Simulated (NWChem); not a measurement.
System: CHO cation

```xyz
3

C      0.0000     0.0000    -0.5086
O      0.0000     0.0000     0.5958
H      0.0000     0.0000    -1.6198
```
Atoms are numbered in this order, from 1.

All runs: NWChem. All runs use the structure optimised with PBE0/def2-SVP. Isolated, static molecule.

GIAO at BHandHLYP/pcSseg-1: principal shieldings of C1 are -77.7, -77.7, 271.0 ppm; an isolated tetramethylsilane molecule has σ = 184.0 ppm at the same levels.

Q: Find the isotropic 13C shift, its principal values, the span and the skew.

A: 
1. σ(iso) = one third of the sum = 38.5 ppm.
2. δ = σ(reference) − σ = 145.5 ppm against tetramethylsilane.
3. δ11, δ22, δ33 = 261.7, 261.7, -87.0 ppm.
4. Span Ω = δ11 − δ33 = 348.7 ppm; skew κ = 3(δ22 − δ(iso))/Ω = 1.00.
